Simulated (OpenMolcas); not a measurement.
C2H7Al (SMILES [CH3][AlH][CH3]): the dipole moment, rung by rung

C2H7Al has 10 atoms, charge 0, and is taken as a singlet. As SMILES, `[CH3][AlH][CH3]`. Geometry: relaxed at PBE0-D4/def2-TZVP.

Each level gives the dipole moment (D). The values are calculated.

```json
{"level": "HF/def2-SVPD", "kind": "Hartree–Fock", "program": "OpenMolcas", "value (D)": "0.61", "CPU time": "31 s"}
{"level": "BLYP/def2-SVPD", "kind": "GGA", "program": "OpenMolcas", "value (D)": "0.67", "CPU time": "95 s"}
{"level": "PBE/def2-SVPD", "kind": "GGA", "program": "OpenMolcas", "value (D)": "0.70", "CPU time": "97 s"}
{"level": "revPBE/def2-SVPD", "kind": "GGA", "program": "OpenMolcas", "value (D)": "0.70", "CPU time": "91 s"}
{"level": "TPSS/def2-SVPD", "kind": "meta-GGA", "program": "OpenMolcas", "value (D)": "0.66", "CPU time": "1.8 min"}
{"level": "r2SCAN/def2-SVPD", "kind": "meta-GGA", "program": "OpenMolcas", "value (D)": "0.71", "CPU time": "1.8 min"}
{"level": "M06-2X/def2-SVPD", "kind": "hybrid meta-GGA", "program": "OpenMolcas", "value (D)": "0.64", "CPU time": "1.8 min"}
{"level": "PBE0/def2-SVPD", "kind": "global hybrid", "program": "OpenMolcas", "value (D)": "0.67", "CPU time": "90 s"}
```

The values span 0.61 to 0.71 D. Magnitudes only. Times are those of the runs behind each value, whatever else they computed, on shared processors of several kinds: orders of magnitude only.
